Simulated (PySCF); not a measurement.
Electronic absorption of CO2

Species: CO2.
Geometry (PBE0-D3(BJ)/def2-TZVP, Å), atoms numbered from 1 in this order:
```xyz
3
CO2 angstrom
O     -1.1833    0.3015   -0.0516
C     -0.0621    0.0166   -0.0620
O      1.0589   -0.2681   -0.0724
```

Computed, not measured: TDDFT CAM-B3LYP/aug-cc-pVTZ, vertical, gas phase, core orbitals frozen in the response in PySCF 2.14.0, density-fitted response routines. Isolated species at its PBE0-D3(BJ)/def2-TZVP geometry, gas phase.

Task: What does the calculation give for the low-lying excited states?

Result: 

```csv
state,E (eV),λ (nm),f,|μ| (D),symmetry,"main configurations (H = HOMO, L = LUMO)"
S1,8.78,141.3,0.0000,0.00,–,H-1/H→L (≥92%)
S2,8.78,141.3,0.0000,0.00,–,H-1/H→L (≥92%)
S3,8.85,140.2,0.0000,0.00,–,"H-1/H→L+4 (≥46%), H-1/H→L+5 (≥46%)"
S4,9.14,135.7,0.0000,0.00,–,"H-1/H→L+5 (≥46%), H-1/H→L+4 (≥27%)"
S5,9.14,135.7,0.0000,0.00,–,"H-1/H→L+4 (≥46%), H-1/H→L+5 (≥27%)"
S6,10.86,114.2,0.0000,0.00,–,H-1/H→L+1/L+2 (≥90%)
S7,10.86,114.2,0.0000,0.00,–,H-1/H→L+1/L+2 (≥90%)
S8,10.88,113.9,0.085,1.43,Σu+,H-1/H→L+1/L+2 (≥81%)
S9,10.91,113.7,0.0000,0.00,–,H-1/H→L+1/L+2 (≥84%)
```

Triplets (Tamm–Dancoff): T1 7.85 eV, H-1/H→L+5 (≥45%), H-1/H→L+4 (≥45%); T2 8.28 eV, H-1/H→L+4 (≥44%), H-1/H→L+5 (≥44%); T3 8.28 eV, H-1/H→L+4 (≥44%), H-1/H→L+5 (≥44%).

The lowest singlet level (S1/S2) comes at 141 nm (847 kJ/mol) in the vacuum ultraviolet; it is dark (f under 0.0005). The strongest level in the table is S8 at 10.88 eV (114 nm, f = 0.085). S1/S2, S4/S5 and S6/S7 lie within about 0.01 eV of each other in each set; the point group D∞h has degenerate representations, and within a degenerate level the listed configurations can mix freely. Löwdin shares by element: HOMO (one of a set within 0.03 eV) oxygen 85%, carbon 15%; LUMO carbon 81%, oxygen 19%. Weighted by f, the mean energy of these states is 10.88 eV. The oscillator strengths of these states sum to 0.085; summed over the whole spectrum of an exact calculation they would give the number of electrons, 22 (Thomas–Reiche–Kuhn). Of the 9 states listed, 1 reaches f = 0.01 and 8 stay under 0.0005. Symmetry labels in D∞h follow from the direction of the transition dipole and are given only for states with f of 0.002 or more. Orbitals of the list HOMO-3 to LUMO+2 that lie within 0.01 eV of each other are written together with a slash and their weights summed (≥ marks a lower bound); for degenerate orbitals outside that list single weights are arbitrary. Only the lowest 10 singlets were computed, as vertical energies without vibronic structure. The highest level found (11.06 eV, f 0.045 so far) is left out, since the window may have cut off a degenerate partner.
